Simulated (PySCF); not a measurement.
Reproducing measurements on isobutyronitrile

**What was measured.**

NIST CCCBDB Release 22 (SRD 101), experimental polarizabilities lists, for the gas: mean polarisability 8.049 Å³.

The runs below try to reproduce these values; the comparison stands at the end.

Isobutyronitrile, C₄H₇N.
Numbering: `[CH3:1][CH:2]([CH3:3])[C:4]#[N:5]` (hydrogens: H6, H7, H8 on C1; H9 on C2; H10, H11, H12 on C3)

Geometry (PBE0-D3(BJ)/def2-SVP, Å), atoms numbered from 1 in this order:
```xyz
12
C4H7N angstrom
C      1.233   -0.595   -0.002
C      0.036    0.299   -0.326
C     -1.300   -0.371   -0.001
C      0.152    1.584    0.369
N      0.246    2.591    0.933
H      1.252   -0.849    1.069
H      1.166   -1.532   -0.575
H      2.183   -0.103   -0.254
H      0.056    0.536   -1.405
H     -2.150    0.272   -0.270
H     -1.389   -1.314   -0.560
H     -1.370   -0.600    1.073
```

Runs made with PySCF (gas phase, on this PBE0-D3(BJ)/def2-SVP geometry; no spin–orbit coupling):

| level | job | basis functions |
| --- | --- | --- |
| PBE0/def2-SVPD | 10 singlets by full TDDFT, 4 Tamm–Dancoff triplets, polarisability, ΔSCF ions | 156 |
| B3LYP/def2-SVPD | 10 singlets by full TDDFT, 4 Tamm–Dancoff triplets, polarisability, ΔSCF ions | 156 |
| HF/def2-SVPD | 10 singlets by TDHF, 4 Tamm–Dancoff triplets, polarisability, ΔSCF ions | 156 |
| PBE/def2-SVPD | 10 singlets by full TDDFT, 4 Tamm–Dancoff triplets, polarisability, ΔSCF ions | 156 |
| CAM-B3LYP/def2-SVPD | 10 singlets by full TDDFT, 4 Tamm–Dancoff triplets, polarisability, ΔSCF ions | 156 |
| LC-wPBE/def2-SVPD | 10 singlets by full TDDFT, 4 Tamm–Dancoff triplets, polarisability, ΔSCF ions | 156 |
| PBE0/6-31+G* | 10 singlets by full TDDFT, 4 Tamm–Dancoff triplets, polarisability | 104 |
| PBE0/6-31G* | 10 singlets by full TDDFT, 4 Tamm–Dancoff triplets, polarisability | 84 |
| PBE0/aug-cc-pVDZ | 10 singlets by full TDDFT, 4 Tamm–Dancoff triplets, polarisability | 178 |
| PBE0/def2-SVP | 10 singlets by full TDDFT, 4 Tamm–Dancoff triplets, polarisability | 105 |
| PBE0/def2-TZVP | 10 singlets by full TDDFT, 4 Tamm–Dancoff triplets, polarisability | 197 |
| PBE0/def2-TZVPD | 10 singlets by full TDDFT, 4 Tamm–Dancoff triplets, polarisability | 248 |

All basis functions are spherical.

Results beside the measurements:

**Mean polarisability.** Measured: 8.049 Å³ (NIST CCCBDB Release 22 (SRD 101), experimental polarizabilities).

| level | computed (Å³) | computed − measured (Å³) | % (from the printed values) |
| --- | --- | --- | --- |
| PBE0/def2-SVPD | 7.829 | -0.220 | -3 |
| B3LYP/def2-SVPD | 7.905 | -0.144 | -2 |
| HF/def2-SVPD | 7.449 | -0.600 | -7 |
| PBE/def2-SVPD | 8.093 | +0.044 | +1 |
| CAM-B3LYP/def2-SVPD | 7.802 | -0.247 | -3 |
| LC-wPBE/def2-SVPD | 7.617 | -0.432 | -5 |
| PBE0/6-31+G* | 7.374 | -0.675 | -8 |
| PBE0/6-31G* | 6.554 | -1.495 | -19 |
| PBE0/aug-cc-pVDZ | 8.033 | -0.016 | 0 |
| PBE0/def2-SVP | 6.716 | -1.333 | -17 |
| PBE0/def2-TZVP | 7.633 | -0.416 | -5 |
| PBE0/def2-TZVPD | 8.018 | -0.031 | 0 |

12 of the 15 levels run are shown, the closest and the furthest among them. Closest is PBE0/aug-cc-pVDZ (-0.016 Å³), furthest PBE0/6-31G* (-1.495 Å³); one molecule doesn't rank methods. The computed values are static and purely electronic, with core orbitals frozen in the response (1 au = 0.148185 Å³). The table of measured values doesn't say here whether a value is static or optical, or holds a vibrational part.

The geometry is computed, not the measured one. Where a level misses, the cause wasn't examined.
